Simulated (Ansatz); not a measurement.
# AlP+ (doublet): from Hartree-Fock to the top rungs at distance Al1–P2 = 2.381 Å, cc-pVDZ

How much of the correlation energy of AlP+ (doublet) does each wave-function method recover here?

Method: cc-pVDZ, core rule «outside noble gas», up to 10 orbitals frozen; program: Ansatz 0.2.0, Gaussian basis.

Plan: UHF; CCSD(T) on ROHF; CCSD(T) on UHF; BCCD(T) on ROHF; CISD; CCSDT(Q) on ROHF; CCSDT(Q) on UHF; CASSCF and MRCISD+Q, 3 electrons in 3 orbitals; CASSCF and NEVPT2, 3 electrons in 3 orbitals; Full CI.

30 further runs of the same task are left out: 12 for a known fault of the program, 11 that didn't finish, 7 set aside as unsound or not needed.

## Step 1: The system

The geometry derives from a PBE0/def2-TZVP stationary point (not a proven minimum). One bond is set to the value named and the two fragments are kept rigid.

2 atoms, charge 1, spin multiplicity 2.

Atoms are counted from 1 here; the program's logs count them from 0.

Bond lengths: Al1–P2 2.381 Å.

Coordinates:

```
Al    0.0000    0.0000    0.0000
P     0.0000    0.0000    2.3806
```

## Step 2: UHF

Contents of in.yaml:

```yaml
crystal:
  periodic: [false, false, false]
  atoms:
    - {symbol: Al, position_ang: [0.000000, 0.000000, 0.000000]}
    - {symbol: P, position_ang: [0.000000, 0.000000, 2.380600]}
basis:
  gaussian: {orbitals: cc-pVDZ}
total_charge: 1
magnetization: {spin_polarized: true, initial_magnetization: 1}
hamiltonian: {xc: hf}
output: {orbitals: {seedname: orbitals}}
```

On the command line:

```bash
> ansatz run in.yaml --threads 1 --pin off --events-out ev --progress --plain --max-ram 2393MiB
```

After this run come: CCSD(T) on ROHF; CCSD(T) on UHF; BCCD(T) on ROHF; CISD; CCSDT(Q) on ROHF; CCSDT(Q) on UHF; CASSCF and MRCISD+Q, 3 electrons in 3 orbitals; CASSCF and NEVPT2, 3 electrons in 3 orbitals; Full CI.

Q: Predict the results of all the runs planned. Wanted: FCI below the RHF energy; RMP2 from FCI; RCCSD from FCI; RCCSD(T) from FCI; RCCSDT(Q) from FCI; NEVPT2 pair from FCI; MRCISD+Q pair from FCI; T1 diagnostic; effectively unpaired electrons.

**Answer**, as computed:

| quantity | value |
| --- | --- |
| FCI below the RHF energy | -4.9956 eV |
| RMP2 from FCI | +1774.1 meV |
| RCCSD from FCI | +641.4 meV |
| RCCSD(T) from FCI | +277.4 meV |
| RCCSDT(Q) from FCI | -8.7 meV |
| NEVPT2 pair from FCI | +846.4 meV |
| MRCISD+Q pair from FCI | -5.5 meV |
| levels within 1 kcal/mol (43 meV) | RCCSDT, RCCSDT(Q), MRCISD+Q pair |
| T1 diagnostic | 0.112 |
| effectively unpaired electrons | 3.06 |

What this shows: RCCSD(T) misses by +277.4 meV, 5.6 % of the correlation energy. RCCSDT(Q), MRCISD+Q pair fall below full CI, which methods that aren't variational can do. With 3.1 effectively unpaired electrons against 1 the state is strongly multireference. Of the multireference levels listed MRCISD+Q pair comes nearest in total energy (-5.5 meV), which doesn't show that its space is the better one. Coupled cluster took another determinant than the lowest Hartree-Fock one. These misses are within one basis, not against nature.
